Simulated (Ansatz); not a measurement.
Four-centre ligand exchange

Start structure (AlH5SO, closed shell), relaxed at PBE0-D4/def2-TZVP:

| atom | x (Å) | y (Å) | z (Å) |
| --- | --- | --- | --- |
| Al1 | -0.7157 | -0.0256 | -0.4689 |
| S2 | 0.7490 | 1.6619 | -0.6967 |
| H3 | -0.6903 | -1.1341 | -1.5998 |
| H4 | -2.0343 | 0.3684 | 0.3297 |
| H5 | 1.0396 | -0.1860 | 1.1384 |
| O6 | 0.3247 | -0.8402 | 1.0494 |
| H7 | 1.4735 | 1.0393 | -1.6413 |
| H8 | -0.1466 | -0.8838 | 1.8894 |

The step: AlH₃S ([AlH2][SH]) + H₂O → AlH₃O ([OH][AlH2]) + H₂S (still joined by a long Al–S bond); bonds formed: S2–H5; dative contacts that become bonds: Al1–O6; bonds broken: H5–O6; bonds weakened to dative contacts: Al1–S2. Ansatz 0.2.0; basis: def2-TZVPP and def2-QZVPP; cores frozen in the correlated methods. Extrapolation: Hartree–Fock as exp(−7.88 √X), correlation as X^−2.97. Energies below are by CCSD(T) at an estimated basis limit (MP2 extrapolated from triple and quadruple zeta, plus CCSD(T) − MP2 in triple zeta).

(1) What are the electronic barrier and the energy of the step, from the start structure to the end structure? (To be estimated.)

T1 diagnostic: at most 0.012.

Results:

(1) By the calculation: Barrier 14.59 kcal/mol; step energy 5.68 kcal/mol (uphill); reverse barrier, their difference, 8.91 kcal/mol. Barrier and step energy count from the start structure, the reverse barrier from the end structure.

The saddle point: One imaginary mode of 798i cm⁻¹.
```json
{"pair": "Al1–O6", "start (Å)": "2.01", "saddle (Å)": "1.82", "end (Å)": "1.72"}
{"pair": "S2–H5", "start (Å)": "2.62", "saddle (Å)": "1.53", "end (Å)": "1.34"}
{"pair": "Al1–S2", "start (Å)": "2.25", "saddle (Å)": "2.44", "end (Å)": "2.57"}
{"pair": "H5–O6", "start (Å)": "0.97", "saddle (Å)": "1.38", "end (Å)": "3.26"}
```

Zero-point energy (harmonic, PBE0-D4): ZPE is 30.52 kcal/mol at the start and 27.22 kcal/mol at the saddle, so the barrier goes from 14.59 to 11.29 kcal/mol.

First-order rate constant out of the start structure at 298 K by transition-state theory, with harmonic vibrational free energies alone and no tunnelling: ΔA‡ = 11.87 kcal/mol, so k = (kB T/h) exp(−ΔA‡/kB T) ≈ 10^4 s⁻¹ (an order of magnitude at best: rotation, the number of equivalent paths and anharmonicity are left out).

Labels in which every atom is bracketed show which atoms are joined, not bond orders.

For scale, one of the runs: CCSD(T)/def2-TZVPP, 185 basis functions, launched by `ansatz run in.yaml --threads 2 --pin off --events-out ev --progress --plain --max-ram 4352MiB`. The run took 36 s on 2 CPU threads of an Arm Neoverse V2 (shared host), with 1.7 GiB of host memory at its peak.
